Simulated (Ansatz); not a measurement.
Species: OCl, net charge 0, doublet state. 
Coordinates optimised at B3LYP-D3(BJ)/def2-TZVP (Ansatz, an electronic-structure program):
```xyz
2

Cl     0.0000     0.0000    -0.5055
O      0.0000     0.0000     1.0742
```
Charge 0, spin multiplicity 2.

Basis-set convergence of Hartree-Fock and MP2 correlation energies (hartree) with Ansatz. Cores are frozen in the correlated levels unless marked. UHF or UKS for open shells. No spin-orbit coupling. Non-relativistic.

| basis | functions | E(HF) | E(corr, MP2) |
|---|---|---|---|
| def2-SVP | 32 | -534.03584 | -0.28261 |
| def2-TZVPP | 73 | -534.30103 | -0.38358 |
| def2-QZVPP | 127 | -534.31781 | -0.42080 |

Extrapolating the two largest sets (X = 3 and 4) as X^-3: E(corr) = (64·(-0.42080) - 27·(-0.38358))/37 = -0.4480 Eh, an estimate of the basis-set limit. The largest set recovers 93.9 % of it, the smallest 63.1 %.
